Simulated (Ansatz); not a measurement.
We consider CaB6-type LaB6, described by PBE+SOC (Ansatz, a quantum-chemistry and plane-wave program, PAW).

Settings: plane-wave cutoff 520 eV, 14×14×14 k mesh, Fermi–Dirac smearing 0.05 eV, PAW data made under PBE.

Computed at the level's own relaxed cell.

Question: Predict the volume per atom, bulk modulus, lattice parameter a and pressure derivative B′ of the bulk modulus.

Answer: 
- volume per atom = 10.25 Å³/atom
- bulk modulus = 174 GPa
- lattice parameter a = 4.155 Å
- pressure derivative B′ of the bulk modulus = 3.7

The run finds no gap.

Measured, for comparison: equilibrium volume per atom 10.26 Å³/atom, lattice constant a 4.157 Å (296 K, no zero-point or thermal correction; as tabulated in Tsubota and Kitagawa (2017), doi:10.1038/s41598-017-15766-y); bulk modulus 164 ± 2 GPa (room temperature, no zero-point or thermal correction, isothermal; as tabulated in LaB6 under pressure, Phys. Rev. B 80, 172104 (doi 10.1103/PhysRevB.80.172104)). Computed (rounded) less measured: equilibrium volume per atom -0.1 %, bulk modulus +6 %, lattice constant a 0.0 %. A static lattice is as a rule a little smaller and stiffer than an uncorrected measurement, which narrows the difference in the bulk modulus and would widen misses of the other sign.

Note: the bulk modulus comes from volumes at which shape and atoms were relaxed.

It cost around 26 core-minutes (rough) of CPU time.
